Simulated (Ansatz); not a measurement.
`CC(N)O` + H₂ → `CCN` + H₂O at 600 K and 1 bar (hydrogenolysis of a C–O bond).

Program: Ansatz. Geometries: PBE0-D4/def2-TZVP. ΔE: electronic, gas phase. CCSD(T)/CBS is the MP2 limit (def2-TZVPP, def2-QZVPP) plus CCSD(T) − MP2 in def2-TZVPP, frozen cores. This one scheme is used for every species. Each species was taken in one conformer, which may not be the lowest.

| species | CCSD(T)/CBS energy (Eh) | H − E (kJ/mol) | S (J/(mol·K)) |
| --- | --- | --- | --- |
| `CC(N)O` | -210.19453 | 307.5 | 372.5 |
| H₂ | -1.17544 | 43.9 | 150.8 |
| `CCN` | -135.01652 | 286.3 | 335.4 |
| H₂O | -76.37941 | 76.8 | 212.8 |

H − E and S are ideal-gas, rigid-rotor, harmonic terms from PBE0-D4/def2-TZVP, for one conformer and one mirror image of each species. The MP2-based limit puts H₂ 0.8 mEh under its directly extrapolated value; such offsets cancel only in part. 1 Eh = 2625.50 kJ/mol, R = 8.31446 J/(mol·K).

Problem. By hand: ΔE, ΔH, ΔS and ΔG.

Solution. ΔE = (-135.01652) + (-76.37941) − (-210.19453) − (-1.17544) = -0.02596 Eh = -68.2 kJ/mol. Δ(H − E) = 286.3 + 76.8 − 307.5 − 43.9 = 11.7, so ΔH = -56.5 kJ/mol. ΔS = 335.4 + 212.8 − 372.5 − 150.8 = 24.9 J/(mol·K). ΔG = -56.5 − 600 × (24.9)/1000 = -71.4 kJ/mol.

Problem. By hand: the equilibrium constant, and the temperature at which ΔG would vanish if ΔH and ΔS stayed fixed.

Solution. log₁₀ K = −ΔG/(RT ln 10) = 6.2. ΔH and −TΔS have one sign here, so there is no such temperature.

ΔH outweighs TΔS. A doubt of 5 kJ/mol in ΔE shifts log₁₀ K by 0.4 here. Other conformers and mirror images would add mixing entropy, several J/(mol·K) or more a flexible species. These are equilibria of isolated gas molecules and say nothing of rates. Largest T1 diagnostic: 0.010 (customary marks: 0.02 for closed shells, 0.045 for open ones).
